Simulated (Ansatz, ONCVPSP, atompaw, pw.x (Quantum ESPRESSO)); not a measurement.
## Which Ga potential is closest to all-electron in the bcc crystal?

All use PBEsol, scalar-relativistic, no spin, cutoffs from each file’s atomic test, pw.x 7.5; 14³ k-points, Fermi–Dirac smearing 0.01 Ry. Δ is the rms difference from all-electron LAPW of the E(V) curves that follow from fits to the pressures, over ±6 % in volume. Mesh and smearing are coarse and serve the comparison alone. The files are a selection: those with a ghost or negative overlap were mostly not run, and those with noisy or unconverged pressures or nearly equal Δ are left out.

All-electron: a0 = 3.298 Å (V0 = 17.94 Å³/atom), B0 = 59.1 GPa.

Rank them by Δ, smallest first.
A. optimised norm-conserving Vanderbilt (ONCV), ONCVPSP 4.0.1.1 (patched build), PBEsol; core [Ar] 3d10, reference 4s2 4p1; waves: 4s: rc 1.75 bohr, ncon 3, nbas 7, qcut 3.5 1/bohr, local; 4p: rc 2.15 bohr, ncon 5, nbas 10, qcut 4.5 1/bohr, 2 projectors, debl 3.3 Ha; d scattering state at 0.33 Ha: rc 2.30 bohr, ncon 4, nbas 7, qcut 4.4 1/bohr, 1 projector; local part: the s channel; core correction: polynomial model core, fcfact 0.3.
B. PAW, atompaw 4.2.0.5, PBEsol; core [Ne], reference 3s2 3p6 3d10 4s2 4p1; waves: 3s (bound): rc 0.80 bohr; 4s (bound): rc 1.40 bohr; 3p (bound): rc 1.20 bohr; 4p (bound): rc 1.40 bohr; 3d (bound): rc 1.40 bohr; 3d channel at 1.55 Ry: rc 1.40 bohr; local part: troulliermartins scheme with l = 3 at 0.5 Ry, radius 1.20 bohr; core correction: smooth core density matched at 0.95 bohr; augmentation: sinc compensation charge, radius 1.35 bohr; PAW radius 1.40 bohr; waves and projectors: modrrkj vanderbiltortho.
C. optimised norm-conserving Vanderbilt (ONCV), ONCVPSP 4.0.1.1 (patched build), PBEsol; core [Ne], reference 3s2 3p6 3d10 4s2 4p1; waves: 3s+4s: rc 1.30 bohr, ncon 5, nbas 9, qcut 7.8 1/bohr, 2 projectors; 3p+4p: rc 0.95 bohr, ncon 4, nbas 8, qcut 16.6 1/bohr, 2 projectors; 3d: rc 1.40 bohr, ncon 4, nbas 9, qcut 12.1 1/bohr, 2 projectors, debl 0.5 Ha; local part: polynomial inside 0.70 bohr (lpopt 5, dvloc0 0 Ha); core correction: Teter function, fcfact 5, rcfact 1.35. In the d channel the program set the typed energies aside and used -0.704, 0.250 Ha.

C (2.1 meV/atom), B (3.1 meV/atom), A (8.3 meV/atom).
